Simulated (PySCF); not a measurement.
Ionisation of methyl formate

Molecule: methyl formate, `COC=O` (C2H4O2). Optimised structure (Å), atoms numbered from 1:
```
C    -1.0034   -0.1788    0.0708
O     0.3102   -0.7103    0.1587
C     1.3002    0.1439   -0.0828
O     1.1692    1.2999   -0.3643
H    -1.2011    0.2110   -0.9389
H    -1.6866   -1.0050    0.2990
H    -1.1432    0.6402    0.7920
H     2.2714   -0.3852    0.0177
```

These are calculated values, ωB97X-D3(BJ)/ma-def2-TZVP in PySCF (grid level 2) at geometries from PBE0-D3(BJ)/def2-SVP. ωB97X-D3(BJ) is ωB97X-V with D3(BJ) in place of VV10. Thermal corrections: PBE0-D3(BJ)/def2-SVP frequencies, unscaled, ideal gas at 298.15 K and 1 bar, quasi-RRHO entropy.

Frontier levels of the parent: HOMO -10.97 eV, LUMO 1.18 eV.

Oxidation to the radical cation:
```
Vertical ionisation energy (electronic)              : 11.11 eV
Adiabatic ionisation energy (with zero-point energy) : 10.72 eV
Adiabatic, electronic part                           : 10.77 eV
Vertical gap at the product's structure              : 10.37 eV
Inner reorganisation energy (four-point)             : 734 meV
Relaxation of product / of parent                    : 335 / 399 meV
⟨S²⟩ of the product                                  : 0.755
Largest spin populations                             : O4 0.95
Largest changes of atomic charge                     : O4 0.48, O2 0.17, H (on C3) 0.15
Distances that move most (Å)                         : O2–C3 1.330 → 1.248; C3–O4 1.197 → 1.257; C1–O2 1.420 → 1.473; C3–H 1.111 → 1.117
Potential in acetonitrile                            : 8.12 V absolute, 3.58 V against Fc+/Fc computed at 4.54 V (solvation -21 → -268 kJ/mol)
```

Solvents are IEF-PCM continua (electrostatics only, gas-phase structures); absolute potentials refer to an electron at rest in vacuum. Fc+/Fc in acetonitrile, 4.54 V, is ωB97X-D3(BJ)/ma-def2-TZVP on PBE0-D3(BJ)/def2-SVP structures with GFN2-xTB thermal terms. Benchmark calculations put it near 5.0 V in acetonitrile and DMSO, so it is about 0.5 V low, and the value against it can read up to that much too high.

Measured values (NIST Chemistry WebBook, evaluated or the median of agreeing entries): adiabatic ionisation energy 10.84 eV (computed 10.72, difference -0.12).
